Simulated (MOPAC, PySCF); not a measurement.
Breaking a bond: CH4S, SMILES SC. The C1–S5 bond (C1 also carries H, H, H; S5 carries H) is varied alone, starting from the PBE0/def2-TZVP optimised geometry.

Computed with: RMP2/6-31G* = restricted MP2 (frozen core)/6-31G*, spherical d (PySCF); RKS-BP86/6-31G* = restricted BP86/6-31G*, spherical d in PySCF 2.14.0; PM6, restricted, heats of formation (MOPAC); UCCSD(T) = CCSD(T) on UHF/cc-pVDZ, 6 core orbitals frozen (PySCF).

Energies relative to the lowest point of each curve near equilibrium, in kcal/mol; the last columns give the difference from UCCSD(T):

| R / Å | RMP2/6-31G* | RKS-BP86/6-31G* | PM6 | UCCSD(T) | RMP2/6-31G* − UCCSD(T) | RKS-BP86/6-31G* − UCCSD(T) | PM6 − UCCSD(T) |
|---|---|---|---|---|---|---|---|
| 1.46 | 60.2 | 60.9 | 53.7 | 64.2 | -3.9 | -3.2 | -10.4 |
| 1.54 | 31.3 | 32.7 | 29.1 | 34.1 | -2.7 | -1.4 | -5.0 |
| 1.62 | 13.8 | 15.3 | 13.2 | 15.6 | -1.8 | -0.3 | -2.3 |
| 1.69 | 5.1 | 6.3 | 5.0 | 6.2 | -1.1 | 0.1 | -1.2 |
| 1.76 | 0.9 | 1.6 | 0.9 | 1.4 | -0.5 | 0.2 | -0.5 |
| 1.81 | 0.0 | 0.2 | 0.0 | 0.1 | -0.1 | 0.1 | -0.1 |
| 1.85 | 0.3 | 0.0 | 0.3 | 0.0 | 0.3 | 0.0 | 0.3 |
| 1.93 | 2.8 | 1.5 | 2.9 | 1.8 | 1.0 | -0.3 | 1.2 |
| 1.97 | 4.8 | 2.9 | 5.2 | 3.4 | 1.4 | -0.5 | 1.7 |
| 2.10 | 13.6 | 9.9 | 15.3 | 10.9 | 2.7 | -1.0 | 4.4 |
| 2.22 | 23.4 | 18.0 | 27.1 | 19.4 | 4.1 | -1.4 | 7.8 |
| 2.46 | 44.0 | 35.3 | 53.0 | 38.1 | 5.8 | -2.8 | 14.9 |
| 2.68 | 61.3 | 50.3 | 75.1 | 53.8 | 7.5 | -3.5 | 21.3 |
| 3.01 | 82.4 | 68.8 | 101.0 | 69.3 | 13.1 | -0.4 | 31.8 |
| 3.23 | 92.9 | 78.4 | 113.4 | 73.7 | 19.2 | 4.7 | 39.7 |
| 3.61 | 104.9 | — | 128.0 | 76.6 | 28.3 | — | 51.4 |
| 4.01 | 110.3 | — | 137.5 | 77.5 | 32.7 | — | 59.9 |
| 4.41 | 109.5 | — | 143.5 | 77.9 | 31.6 | — | 65.6 |
| 4.84 | 103.9 | — | 148.0 | 78.1 | 25.9 | — | 69.9 |
| 5.40 | 92.3 | — | 152.2 | 78.2 | 14.1 | — | 74.1 |
| 6.26 | 70.7 | — | 156.9 | 78.2 | -7.5 | — | 78.7 |

RMP2/6-31G* is furthest from UCCSD(T) at 4.01 (32.7 kcal/mol, above); its mean absolute difference over the points is 9.8 kcal/mol.

RKS-BP86/6-31G* is furthest from UCCSD(T) at 3.23 (4.7 kcal/mol, above); its mean absolute difference over the points is 1.3 kcal/mol.

PM6 is furthest from UCCSD(T) at 6.26 (78.7 kcal/mol, above); its mean absolute difference over the points is 25.8 kcal/mol.

Dashes: no converged value, or the column stops at the first point that the program doubted or that broke a chosen test of continuity, which isn't proof of a fault.

The restricted form behind RMP2/6-31G*, RKS-BP86/6-31G*, PM6 keeps the bonding electrons paired and can't separate into open-shell fragments. The unrestricted determinant behind UCCSD(T) is spin-contaminated at 2.46 to 6.26 Å (<S²> up to 1.0, against 0.00 for a pure singlet).
